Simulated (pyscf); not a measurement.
Optimised with ωB97X-D3(BJ)/def2-SVP in PySCF. MP2 and CC: frozen core, UHF for open shells. ΔMP2 is the change of the MP2 total energy from the triple- to the quadruple-zeta basis.

Q: Estimate by transition-state theory the rate constant of H₃C–SH + H• → CH₄ + SH• (doublet surface; C–S broken, C–H formed) at 900 K, with CCSD(T)/def2-TZVPP + ΔMP2(QZVPP) energies (ideal gas, 1 atm, RRHO with modes under 100 cm⁻¹ raised to 100, one conformer, R ln 2 for rigid chiral ones; no tunnelling).

A: The electronic barrier is 19.3 kcal/mol and the thermal terms add +21.2, so ΔG‡ = 40.5 kcal/mol. With k_BT/h = 1.88e+13 s⁻¹ and RT = 1.788 kcal/mol, and a volume of 1.23e-19 cm³ per molecule at 1 atm, k = 3.4e-16 cm³ molecule⁻¹ s⁻¹. Wigner's tunnelling factor for 1463i cm⁻¹ would be 1.23. A shift of 1 kcal/mol in the barrier changes k by a factor 1.7. The same reactants have a lower exit, to H₃C–S• + H₂ (barrier +3.3 kcal/mol at ωB97M-D3(BJ), against +20.2 kcal/mol here). One saddle was located; it need not be the lowest between these sides. The angle at the attacked C is 180°. The CCSD(T) − MP2 part came from Ansatz, without density fitting, on the same reference. A UHF reference is spin-contaminated (<S²> up to 0.86), which harms MP2 most.
